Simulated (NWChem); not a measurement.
**C2H3NO2 (SMILES [H]/N=C\C(=O)O): levels of theory compared**

Aim: a comparison of 6 runs (HF/STO-3G, HF/3-21G, B3LYP/6-31G*, TPSS/def2-SVP, MP2/STO-3G) of C2H3NO2. 

The calculation is run with NWChem 7.3.0.

## (1) The molecule

C2H3NO2 has 8 atoms, charge 0, and is taken as a singlet. As SMILES, `[H]/N=C\C(=O)O`. The coordinates come from a GFN2-xTB relaxation. This is one conformer, not always the lowest.

Bond lengths: N1–C2 1.252 Å, C2–C3 1.506 Å, C3–O4 1.202 Å, C3–O5 1.338 Å, N1–H6 1.021 Å, C2–H7 1.085 Å, O5–H8 0.970 Å. Angles: N1–C2–C3 126.5°, C2–C3–O4 124.4°, C2–C3–O5 112.3°, O4–C3–O5 123.4°, N1–C2–H7 119.0°, C3–C2–H7 114.5°, C2–N1–H6 114.8°, C3–O5–H8 110.7°.

## (2) Energy and gradient at HF/STO-3G (run 1)

Input file c2h3no2.nw:

```
start c2h3no2
title "C2H3NO2"
memory stack 880 mb heap 220 mb global 1100 mb

geometry units atomic noautosym nocenter noautoz
  N   -1.31394547   3.00007250   0.44361321
  C    0.64405646   1.77250641  -0.05946968
  C    0.86532449  -1.05839781  -0.24058103
  O    2.79208925  -2.16655210  -0.70934650
  O   -1.34200790  -2.22008805   0.17568784
  H   -2.88549841   1.92423252   0.74908744
  H    2.39241217   2.78621220  -0.40566751
  H   -1.15244948  -4.03800458   0.04667624
end

basis spherical bse
  * library STO-3G
end

scf
  thresh 1e-08
  maxiter 80
end

task scf gradient
```

The run is started by

```sh
$ nwchem c2h3no2.nw > c2h3no2.out
```

What it wrote:

```text
[...]
  functions       =    28
[...]
  wavefunction    = RHF
[...]
         Total SCF energy =   -277.907176513003
      One-electron energy =   -707.164359545880
      Two-electron energy =    265.365600712718
 Nuclear repulsion energy =    163.891582320159
        Time for solution =      1.1s
[...]
                         RHF ENERGY GRADIENTS
    atom               coordinates                        gradient
                 x          y          z           x          y          z
   1 N      -1.313945   3.000073   0.443613    0.010071  -0.050277  -0.004573
   2 C       0.644056   1.772506  -0.059470   -0.017318   0.005620   0.003866
   3 C       0.865324  -1.058398  -0.240581   -0.019540  -0.013801   0.003962
   4 O       2.792089  -2.166552  -0.709347   -0.036103   0.020750   0.008659
   5 O      -1.342008  -2.220088   0.175688    0.063503  -0.004935  -0.013998
   6 H      -2.885498   1.924233   0.749087    0.016088   0.025381  -0.002408
   7 H       2.392412   2.786212  -0.405668   -0.004454  -0.001052   0.001012
   8 H      -1.152449  -4.038005   0.046676   -0.012247   0.018313   0.003480
[...]
```

It took 1.9 s on 1 thread of Intel Xeon 6975P-C (Granite Rapids), shared host; peak memory 0.096 GiB.

## (3) Energy and gradient at HF/3-21G (run 2)

Input file geom.nw:

```
START geom
TITLE "C2H3NO2"
memory 2200 mb

GEOMETRY units au noautosym nocenter noautoz
  N     -1.31394547     3.00007250     0.44361321
  C      0.64405646     1.77250641    -0.05946968
  C      0.86532449    -1.05839781    -0.24058103
  O      2.79208925    -2.16655210    -0.70934650
  O     -1.34200790    -2.22008805     0.17568784
  H     -2.88549841     1.92423252     0.74908744
  H      2.39241217     2.78621220    -0.40566751
  H     -1.15244948    -4.03800458     0.04667624
END

BASIS spherical bse
  * library 3-21G
END

SCF
  thresh 1e-08
  maxiter 80
END

TASK scf gradient
```

The run is started by

```sh
$ nwchem geom.nw > geom.out
```

What it wrote:

```text
[...]
  functions       =    51
[...]
  wavefunction    = RHF
[...]
         Total SCF energy =   -280.059513890623
      One-electron energy =   -707.311897812299
      Two-electron energy =    263.360801601516
 Nuclear repulsion energy =    163.891582320159
        Time for solution =      1.3s
[...]
                         RHF ENERGY GRADIENTS
    atom               coordinates                        gradient
                 x          y          z           x          y          z
   1 N      -1.313945   3.000073   0.443613    0.007132   0.007068  -0.001117
   2 C       0.644056   1.772506  -0.059470   -0.011700  -0.003442   0.002027
   3 C       0.865324  -1.058398  -0.240581   -0.012517  -0.016037   0.002421
   4 O       2.792089  -2.166552  -0.709347    0.002235  -0.002334  -0.000661
   5 O      -1.342008  -2.220088   0.175688    0.007614   0.006418  -0.001531
   6 H      -2.885498   1.924233   0.749087   -0.003228  -0.001371   0.000716
   7 H       2.392412   2.786212  -0.405668    0.006035   0.009198  -0.000898
   8 H      -1.152449  -4.038005   0.046676    0.004430   0.000500  -0.000956
[...]
```

Run time: 2.1 s. Hardware: 1 thread of Intel Xeon 6975P-C (Granite Rapids), shared host; peak memory 0.094 GiB.

Runs 3 to 5 aren't shown in full; the table further down has their settings and results.

## (4) Energy and forces at MP2/STO-3G (run 6)

Input file struct.nw:

```
start struct
title "C2H3NO2 gradient"
memory 2200 mb
geometry units au noautosym nocenter noautoz
N  -1.31394547  3.00007250  0.44361321
C   0.64405646  1.77250641 -0.05946968
C   0.86532449 -1.05839781 -0.24058103
O   2.79208925 -2.16655210 -0.70934650
O  -1.34200790 -2.22008805  0.17568784
H  -2.88549841  1.92423252  0.74908744
H   2.39241217  2.78621220 -0.40566751
H  -1.15244948 -4.03800458  0.04667624
end
basis spherical bse
N library STO-3G
C library STO-3G
O library STO-3G
H library STO-3G
end
scf
thresh 1e-08
maxiter 80
end
mp2
freeze core 5
tight
end
task mp2 gradient
```

The run is started by

```sh
$ nwchem struct.nw > struct.out
```

What it wrote:

```text
[...]
  functions       =    28
[...]
  wavefunction    = RHF
[...]
         Total SCF energy =   -277.907176513003
      One-electron energy =   -707.164359545880
      Two-electron energy =    265.365600712718
 Nuclear repulsion energy =    163.891582320159
        Time for solution =      1.1s
[...]
          Total MP2 energy          -278.171186463941
[...]
                         mp2 ENERGY GRADIENTS
    atom               coordinates                        gradient
                 x          y          z           x          y          z
   1 N      -1.313945   3.000073   0.443613    0.048966  -0.104937  -0.016043
   2 C       0.644056   1.772506  -0.059470   -0.046111   0.036001   0.012021
   3 C       0.865324  -1.058398  -0.240581    0.012473  -0.033293  -0.003920
   4 O       2.792089  -2.166552  -0.709347   -0.101373   0.057270   0.024487
   5 O      -1.342008  -2.220088   0.175688    0.093440  -0.029416  -0.021586
   6 H      -2.885498   1.924233   0.749087    0.029418   0.038697  -0.004789
   7 H       2.392412   2.786212  -0.405668   -0.017763  -0.008652   0.003635
   8 H      -1.152449  -4.038005   0.046676   -0.019050   0.044329   0.006196
[...]
```

It took 2.9 s on 1 thread of Intel Xeon 6975P-C (Granite Rapids), shared host; peak memory 0.099 GiB.

## (5) All runs side by side

| run | level | Cartesian functions | iteration cap | energy (Eh) | dipole moment (D) | HOMO energy (eV) | LUMO energy (eV) | wall time |
| --- | --- | --- | --- | --- | --- | --- | --- | --- |
| 1 | HF/STO-3G | no | 80 | -277.907177 | 1.91 | -9.08 | 5.95 | 1.9 s |
| 2 | HF/3-21G | no | 80 | -280.059514 | 2.26 | -11.48 | 2.50 | 2.1 s |
| 3 | B3LYP/6-31G* (Cartesian functions) | yes | 100 | -283.195337 | – | – | – | 26 s |
| 4 | B3LYP/6-31G* (spherical functions) | no | 100 | -283.189912 | 2.18 | -7.27 | -1.89 | 25 s |
| 5 | TPSS/def2-SVP | no | 100 | -283.030263 | 2.20 | -6.09 | -2.67 | 38 s |
| 6 | MP2/STO-3G | no | 80 | -278.171186 | 2.06 | -9.08 | 5.95 | 2.9 s |

## (6) Outcome

| quantity | value |
| --- | --- |
| run 6: total energy | -278.17119 Eh |
| run 6: dipole moment (of the density that the program reports) | 2.06 D |
| run 6: HOMO energy (Hartree–Fock orbitals) | -9.08 eV |
| run 6: LUMO energy (Hartree–Fock orbitals) | 5.95 eV |
| run 6: HOMO–LUMO gap (Hartree–Fock orbitals) | 15.03 eV |
| run 6: correlation energy (5 core orbitals frozen) | -264.0 mEh |
| run 6: largest force on an atom | 6.118 eV/Å |

**Reading.** Over runs 1, 2, 4, 5, 6 the dipole moment (its size) runs from 1.91 D (HF/STO-3G) to 2.26 D (HF/3-21G). Over runs 1, 2, 4, 5 the HOMO–LUMO gap runs from 3.41 eV (TPSS/def2-SVP) to 15.03 eV (HF/STO-3G). The two ends differ in method and basis. Totals of different functionals can't be ranked against each other. In runs 1, 6 the basis is minimal, so the values are rough. All runs together took 95 s, the longest 38 s.
